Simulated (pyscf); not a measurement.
Structures and frequencies: ωB97X-D3(BJ)/def2-SVP in PySCF.

Question: PBE/def2-TZVP puts the barrier of H₂N–SiH(NH₂)–Cl (SMILES N[SiH](N)Cl) + H• (SMILES [H]) → NH₃ (SMILES N) + H₂N–SiH•–Cl (SMILES N[SiH]Cl) (substitution at N; doublet surface; N–Si broken, H–N formed) at 8.3 kcal/mol and the reaction energy at -3.7 kcal/mol, from the separated reactants. What do B3LYP-D3(BJ)/def2-TZVP, M06-2X/def2-TZVP, ωB97M-D3(BJ)/def2-TZVP give on the same structures?

Answer: B3LYP-D3(BJ): ΔE‡ = 12.7 kcal/mol, ΔE = -2.5 kcal/mol; M06-2X: ΔE‡ = 19.6 kcal/mol, ΔE = +2.0 kcal/mol; ωB97M-D3(BJ): ΔE‡ = 19.3 kcal/mol, ΔE = +2.1 kcal/mol. PBE's barrier lies under all of them, by 4.4 to 11.3 kcal/mol. Its reaction energy lies under all of them, by 1.2 to 5.8 kcal/mol. Low barriers are usual for a GGA, whose delocalisation error favours stretched bonds. On the product side the descent ends in a complex, 6.0 kcal/mol under the separated species and 25.3 kcal/mol under the saddle at ωB97X-D3(BJ)/def2-TZVP. At ωB97X-D3(BJ) the barrier from the zero used here is 21.8 kcal/mol. The same reactants have a lower exit, to H₂N–Si•(NH₂)–Cl + H₂ (barrier +4.9 kcal/mol at ωB97M-D3(BJ), against +19.3 kcal/mol here). This is the saddle that the search found; another between the same sides may lie lower. The angle at the attacked N is 130°.
